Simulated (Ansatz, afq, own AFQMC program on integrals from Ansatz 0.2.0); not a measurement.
Two steps: Ansatz 0.2.0 writes the Fock matrix and Cholesky factors of the valence space, and afq projects on them the lowest state that overlaps trial and start.

```yaml
crystal:
  periodic: [false, false, false]
  atoms:
    - {symbol: Ge, position_ang: [-0.001989, 0.000001, 1.207499]}
    - {symbol: Ge, position_ang: [-0.001381, -0.000001, -1.281547]}
    - {symbol: H, position_ang: [1.500233, -0.000013, 1.588157]}
    - {symbol: H, position_ang: [-0.628647, 1.243483, 1.874144]}
    - {symbol: H, position_ang: [-0.628670, -1.243469, 1.874145]}
basis:
  gaussian: {orbitals: cc-pVDZ}
magnetization: {spin_polarized: true, initial_magnetization: 1}
correlation: {method: ccsd_t, electrons: outside_noble_gas, hamiltonian_folder: ham}
```

```sh
$ ansatz run in.yaml --threads 1 --pin off --events-out ev --progress --plain --max-ram 1382MiB
```

Options of the walk:

```
--method phaseless --trial cisd --walkers 60 --populations 1 --least-time 40 --time-step 0.005 --steps-per-block 50 --equilibration-blocks 28 --max-blocks 300 --target-error 0.0004 --factor-cut 1e-05 --start spin_pure --seed 9201 --release-times 0.24,0.51,0.99,1.62,2.4 --release-step 0.03 --release-every 4 --taylor-order 6
```

Times are imaginary, in 1/Eh. The walk had a cap of 1706 s. Filled inner d shells are frozen with the cores.

Log:

```
orbitals 41  electrons 6 5  factors 334 of 784
reference energy -4152.37167851 Eh
CCSD correlation -0.19540332 Eh in 16 cycles, weight of the determinant in the CISD state 0.8639
energy of the start -4152.565636 Eh
 block  time / (1/Eh)  mean weight  energy / Eh
     1     0.250  0.9991  -4152.562921
     2     0.500  1.0002  -4152.564021
     3     0.750  1.0001  -4152.565945
     4     1.000  1.0003  -4152.567719
     5     1.250  1.0005  -4152.569271
     8     2.000  0.9992  -4152.572209
    11     2.750  0.9996  -4152.571333
    26     6.500  0.9988  -4152.569777
    41    10.250  1.0003  -4152.571857
    56    14.000  1.0004  -4152.571513
    71    17.750  0.9998  -4152.571008
    86    21.500  0.9994  -4152.576313
   101    25.250  0.9998  -4152.570156
   116    29.000  1.0005  -4152.575709
   131    32.750  0.9999  -4152.577357
   146    36.500  0.9987  -4152.568291
   161    40.250  0.9996  -4152.571519
   176    44.000  0.9985  -4152.574098
   181    45.250  0.9992  -4152.577409
   191    47.750  1.0010  -4152.572842
   206    51.500  0.9995  -4152.571381
blocks merged  error / Eh  count
     1  0.000200  180
     2  0.000258  90
     4  0.000319  45
     8  0.000394  22
    16  0.000485  11
released: time / (1/Eh)  energy / Eh  error  mean overlap
  0.24  -4152.572942  0.000424  1.0036
  0.51  -4152.573100  0.000369  0.9992
  0.99  -4152.573299  0.000408  0.9979
  1.62  -4152.573237  0.000388  0.9850
  2.40  -4152.573336  0.000476  0.9824
energy -4152.572855 +/- 0.000394 Eh
(rows thinned)
```

The run passed its tests (sampling time, drift between the halves within three errors, error under three times the target), which doesn't prove that it has relaxed. The second half of the sampling lies below the first by 2.7 errors of their difference, so the energy may still be moving and its error bar be too small.

Against this walk (error 10.7 meV) on the same determinant: CCSD(T) 23.7 meV higher. The error is statistical and leaves out the bias of the constraint. Released to 2.40 1/Eh the energy moves by -13 ± 17 meV (both errors), within twice the noise.

Cautions: constraint bias not in the error; no relativity below Rb; no spin-orbit coupling; inner d shell frozen.

The walk took 3.2 min on 1 thread of AMD EPYC 9R45 96-Core Processor (Zen 5), on a shared host. The log's last line is the phaseless energy.

A walk keeps the symmetry of its determinant, which the program's search chose and which needn't be the lowest solution, so a lower state of the same spin and another symmetry isn't excluded.
